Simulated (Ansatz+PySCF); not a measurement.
Values are calculated unless marked as measured or tabulated.
## Several solutions for singlet CS

```xyz
2

C     0.0000    0.0000   -3.3495
S     0.0000    0.0000    1.2560
```

Basis set: 6-31G (spherical functions). Charge 0, multiplicity 1.

UHF was run from several starts with Ansatz (development build ahead of 0.2.0) and PySCF 2.14.0.

```csv
run,program,start,converged,energy (hartree),<S²>
A,PySCF,"guess minao, instabilities followed",yes,-435.09161,2.00
B,PySCF,"guess huckel, instabilities followed",yes,-435.14970,2.00
C,Ansatz,search for the lowest state,yes,-435.14970,2.00
D,PySCF,program defaults,yes,-434.98163,0.00
E,Ansatz,"atomic start, no search",yes,-434.98163,0.00
F,Ansatz,stability test followed,yes,-435.09161,2.00
G,PySCF,"guess 1e, instabilities followed",yes,-435.09161,2.00
H,PySCF,"guess atom, instabilities followed",yes,-435.14970,2.00
```

Problem. Which runs reached the lowest solution of this kind, and what is wrong with the others?

Solution. B, C, H reached the lowest solution found. Converged but too high: A by 1.58 eV, D by 4.57 eV, E by 4.57 eV, F by 1.58 eV, G by 1.58 eV. Convergence only shows a stationary point, and even a stable one can lie too high; stability tests and further starts are what find lower ones. Caution: the unrestricted determinant is a mixture of spin states.
